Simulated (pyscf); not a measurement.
**Atom transfer: F–Ga(F)–F + H• → HF + [F–Ga–F]•**

Gas phase, doublet surface, charge 0. Bonds broken: F1–Ga2. Bonds formed: F1–H5. Single points on ωB97X-D3(BJ)/def2-SVP structures (PySCF, gas phase). MP2 and CC: frozen core, UHF for open shells. ΔMP2 is the change of the MP2 total energy from the triple- to the quadruple-zeta basis.

Transition state (Å):

```xyz
5

F      0.7691    -0.9398    -0.4643
Ga    -0.9812    -0.6813     0.1096
F     -1.9168    -2.0586     0.6278
F     -1.4718     0.9210     0.5919
H      2.0121    -1.1079    -0.2194
```

One imaginary mode, 2009i cm⁻¹; descent along it reached the two sides named, in the forms told below.

```
bond    change  reactant side (Å)  saddle  product side
------  ------  -----------------  ------  ------------
F1–Ga2  breaks              1.735   1.860         2.203
F1–H5    forms                2.8   1.278         0.963
```

Electronic energies relative to the separated reactants (kJ/mol):

```json
[
 {"level": "ωB97X-D3(BJ)/def2-TZVP", "barrier": "91.2", "reaction energy": "-54.4", "reverse barrier": "145.7"},
 {"level": "PBE/def2-TZVP", "barrier": "27.9", "reaction energy": "-73.3", "reverse barrier": "101.1"},
 {"level": "r²SCAN/def2-TZVP", "barrier": "42.5", "reaction energy": "-65.1", "reverse barrier": "107.6"},
 {"level": "B3LYP-D3(BJ)/def2-TZVP", "barrier": "41.8", "reaction energy": "-78.7", "reverse barrier": "120.5"},
 {"level": "PBE0-D3(BJ)/def2-TZVP", "barrier": "58.3", "reaction energy": "-67.4", "reverse barrier": "125.7"},
 {"level": "M06-2X/def2-TZVP", "barrier": "79.7", "reaction energy": "-60.3", "reverse barrier": "140.0"},
 {"level": "ωB97M-D3(BJ)/def2-TZVP", "barrier": "77.8", "reaction energy": "-69.4", "reverse barrier": "147.2"},
 {"level": "HF/def2-TZVP", "barrier": "160.3", "reaction energy": "-37.5", "reverse barrier": "197.8"},
 {"level": "MP2/def2-QZVPP", "barrier": "111.2", "reaction energy": "-49.8", "reverse barrier": "160.9"},
 {"level": "CCSD/def2-TZVPP", "barrier": "104.1", "reaction energy": "-61.0", "reverse barrier": "165.1"},
 {"level": "CCSD(T)/def2-TZVPP", "barrier": "97.0", "reaction energy": "-59.0", "reverse barrier": "155.9"},
 {"level": "CCSD(T)/def2-TZVPP + ΔMP2(QZVPP)", "barrier": "96.7", "reaction energy": "-62.5", "reverse barrier": "159.2"}
]
```

With CCSD(T)/def2-TZVPP + ΔMP2(QZVPP) energies and thermal terms (ideal gas, 1 atm, RRHO with modes under 100 cm⁻¹ raised to 100, one conformer, R ln 2 for chiral ones without a mode under 150 cm⁻¹), in kJ/mol:

| T (K) | ΔH‡ | ΔG‡ | ΔH | ΔG |
|---|---|---|---|---|
| 298 | 94.7 | 114.0 | -45.9 | -59.6 |
| 600 | 93.7 | 133.8 | -49.6 | -72.0 |
| 900 | 92.6 | 154.1 | -53.9 | -82.3 |
| 1200 | 91.5 | 174.8 | -58.3 | -91.1 |

On the product side the descent ends in an adduct with a F–Ga contact (not fully relaxed), 43.9 kJ/mol under the separated species and 189.6 kJ/mol under the saddle at ωB97X-D3(BJ)/def2-TZVP. What is counted as broken (F–Ga) persists as a longer contact in the product adduct; parting that adduct is a step of its own. One saddle was located; it need not be the lowest between these sides. The angle at the transferred F is 151°. The CCSD(T) − MP2 part came from Ansatz, without density fitting, on the same reference. The frozen core leaves the outer d or s,p core shells of the metals and heavy elements correlated in the MP2 and CC values, and def2-TZVPP describes them poorly, which can shift differences by a few kcal/mol. Elements up to Kr have no core potential and no relativistic terms here.
